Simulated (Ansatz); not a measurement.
Au (fcc, Cu type): values from a third-order Birch-Murnaghan fit to a volume scan beside measured ones. Computed values: r2SCAN (plane waves to 500 eV, PAW, scalar-relativistic; Ansatz, a first-principles code). Au was relaxed with its symmetry unable to fall. Spin-orbit coupling is left out, though Au is heavy. The PAW data are Ansatz's earlier set.

| quantity | reference | kind |
|---|---|---|
| Lattice constant a (Å) | 4.062 | measured, corrected to the static lattice |
| Bulk modulus B₀ (GPa) | 182 | measured, corrected to the static lattice |

References as given in: Daniel Mejia-Rodriguez, S. B. Trickey, Physical Review B (2018), arXiv:1807.09216.

Question: What does r2SCAN give, and how far is that from the reference?

Answer: 
```
quantity                r2SCAN  difference
----------------------  ------  ----------
Lattice constant a (Å)   4.124      +1.5 %
Bulk modulus B₀ (GPa)      152     -16.4 %
```

r2SCAN overestimates the lattice constant a by 1.5 %. r2SCAN underestimates the bulk modulus B₀ by 16.4 %.

(A scan under strain: stresses follow from slopes of the energy per volume, elastic moduli from its curvatures.)
